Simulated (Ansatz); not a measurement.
Reaction (SMILES): [C-]#[NH+] (C-NH) → C atom + H atom + N atom
B3LYP-D3(BJ)/def2-TZVP geometries, fixed; electronic energies without zero-point terms.

Basis-set convergence of the atomisation energy at MP2 with Ansatz (an electronic-structure program). All functions are spherical. Cores are frozen. Open shells are unrestricted. No added dispersion term, no relativity. Functions are those of the species that has most. Reference: Hartree-Fock in aug-cc-pVQZ plus the correlation part extrapolated as X^-3 from aug-cc-pVTZ and aug-cc-pVQZ, 306.03 kcal/mol, itself unsure by roughly 1.46 kcal/mol (a third of the extrapolation step and of the last Hartree-Fock step). Deviations are taken from unrounded values.

```tsv
basis	functions	atomisation energy (kcal/mol)	minus reference (kcal/mol)
3-21G	20	247.95	-58.07
cc-pVDZ	33	274.64	-31.39
pcseg-1	33	281.82	-24.21
aug-pcseg-1	55	284.86	-21.17
def2-TZVP	68	293.47	-12.56
def2-TZVPD	83	294.20	-11.82
def2-QZVPP	144	301.63	-4.40
pcseg-3	153	302.75	-3.28
def2-QZVPPD	159	301.76	-4.27
```
